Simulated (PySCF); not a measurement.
We consider rock-salt MgO, described by PBE0 (GTH pseudopotentials, Gaussian basis; PySCF).

The same calculation (at the measured cell, 9.307 Å³/atom) with different numerical settings; throughout: k mesh 2×2×2:

```
run  basis  gap on the mesh (eV)  total energy (eV/atom)
---  -----  --------------------  ----------------------
1       DZ                 7.336              -1080.4569
2       TZ                 7.416              -1080.6689
3       QZ                 7.401              -1080.6967
```

In the column total energy (eV/atom) the first row differs from the last by +0.2398 and the next to last by +0.0278.

The last row is no converged limit: other settings stay fixed.
